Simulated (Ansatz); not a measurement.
```yaml
crystal:
  periodic: [false, false, false]
  atoms:
    - {symbol: Ti, position_ang: [-0.534926, 0.003861, 0.003081]}
    - {symbol: C, position_ang: [1.627631, -0.011749, -0.009374]}
    - {symbol: H, position_ang: [1.995405, -1.051797, -0.006358]}
    - {symbol: H, position_ang: [2.011798, 0.508658, 0.884248]}
    - {symbol: H, position_ang: [2.001386, 0.499767, -0.912494]}
basis:
  gaussian: {orbitals: def2-TZVP}
total_charge: 1
hamiltonian: {xc: pbe0}
relax: {f_tol: 0.004, max_steps: 80}
```

```sh
$ ansatz run in.yaml --threads 1 --pin off --events-out ev --progress --plain --max-ram 2176MiB
```

Steps of the relaxation (energy above the last step; positions in Å, forces in eV/Å):

```
5
step 1, 121.4 meV
Ti   -0.535    0.004    0.003    1.508   -0.007   -0.003
C     1.628   -0.012   -0.009   -1.033    0.009    0.009
H     1.995   -1.052   -0.006   -0.151    0.206   -0.005
H     2.012    0.509    0.884   -0.172   -0.103   -0.177
H     2.001    0.500   -0.912   -0.152   -0.105    0.176
```

```
5
step 2, 1.1 meV
Ti   -0.409    0.005    0.005   -0.031    0.004    0.006
C     1.609   -0.013   -0.011   -0.083    0.003    0.004
H     1.962   -1.052   -0.007    0.044    0.045   -0.007
H     1.971    0.509    0.885    0.026   -0.023   -0.039
H     1.968    0.500   -0.913    0.044   -0.028    0.036
```

```
5
step 3, 0.1 meV
Ti   -0.415    0.006    0.007   -0.001    0.002    0.004
C     1.604   -0.013   -0.012   -0.031   -0.005   -0.009
H     1.967   -1.048   -0.008    0.013    0.006   -0.001
H     1.972    0.507    0.882    0.006    0.000    0.001
H     1.973    0.497   -0.910    0.013   -0.004    0.005
```

```
5
step 6, 0.0 meV
Ti   -0.417    0.008    0.010    0.000    0.000    0.000
C     1.603   -0.014   -0.014    0.001    0.000    0.000
H     1.971   -1.048   -0.008    0.000    0.000    0.000
H     1.967    0.507    0.881    0.000    0.000    0.000
H     1.977    0.496   -0.910    0.000    0.000    0.000
```

Close pairs at the end: C2–H3 1.097 Å, C2–H5 1.097 Å, C2–H4 1.098 Å, Ti1–C2 2.020 Å, Ti1–H4 2.586 Å, Ti1–H5 2.611 Å, Ti1–H3 2.611 Å.

A stationary point of restricted PBE0 after 6 steps (its stability towards spin polarisation wasn't tested); no frequencies were run, so it isn't proven a minimum. 4 min on 1 thread of Arm Neoverse N1, shared host.
